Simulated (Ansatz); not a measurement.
Basis-set extrapolation for disilane (`[SiH3][SiH3]`) (PBE0-D4/def2-TZVP geometry, frozen core, the Gaussian-basis code of Ansatz). Multiplicity 1, RHF reference.

|  | def2-TZVPP | def2-QZVPP |
| --- | --- | --- |
| HF | -581.365418 | -581.383638 |
| MP2 correlation | -0.265195 | -0.283874 |
| CCSD(T) correlation | -0.324924 | not run |

Energies in hartree. Use E(X) = E(∞) + A·exp(−7.88·√X) for Hartree–Fock and E(X) = E(∞) + B·X^(−2.97) for correlation, with X = 3 and 4, and add CCSD(T) minus MP2 of the smaller set to the MP2 limit.

Q: What is the CCSD(T) energy at the basis-set limit?

A: HF limit: -581.383638 + (-0.018220) × 0.13774 = -581.38615. MP2 limit: -0.283874 + (-0.018679) × 0.74074 = -0.29771. Higher-order term: -0.324924 − (-0.265195) = -0.05973. Total: -581.74359 hartree, 1.45 eV below CCSD(T)/def2-TZVPP.
